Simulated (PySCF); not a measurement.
Start geometry of `Fc1cnco1` from GFN2-xTB (Å):
```
atom  x, y, z in Å
F1    -1.814   -1.394    0.006
C2    -0.778   -0.577    0.000
C3    -0.674    0.777   -0.004
N4     0.660    1.075   -0.008
C5     1.269   -0.059   -0.006
O6     0.449   -1.124   -0.001
H7    -1.431    1.531   -0.003
H8     2.328   -0.219   -0.008
```

Question: What comes out of this run: PBE0-D3(BJ)/def2-SVP geometry optimisation, gas phase (PySCF)?

Answer: 
```
atom  x, y, z in Å
F1    -1.695   -1.506    0.035
C2    -0.746   -0.618    0.014
C3    -0.726    0.738   -0.008
N4     0.600    1.127   -0.025
C5     1.273    0.030   -0.013
O6     0.506   -1.087    0.012
H7    -1.559    1.437   -0.012
H8     2.351   -0.116   -0.020
```

The energy falls by 0.99 kcal/mol over 8 energy and gradient evaluations, the largest force component goes from 0.0171 to 2.1e-04 Eh/bohr, and the atoms move by 0.024 Å rms after alignment. The bond that changes most is F1–C2 (aryl fluorine to aromatic C–F carbon), which shortens by 0.020 Å. Bonds longer at the end by more than 0.005 Å: 4 of 8; shorter: 2. Among the angles that change most is N4–C5–H8, from 126.8° to 129.3°. Rotational constants go from 9886, 3744, 2715 to 9898, 3764, 2727 MHz. The orientation of the end geometry is arbitrary; only internal coordinates are fixed.

The run used 94 basis functions and 52 SCF cycles in all. Time: 22 s. Hardware: one thread, Arm Neoverse V1, no GPU, on a shared host.

Not checked by PBE0-D3(BJ)/def2-SVP frequencies.
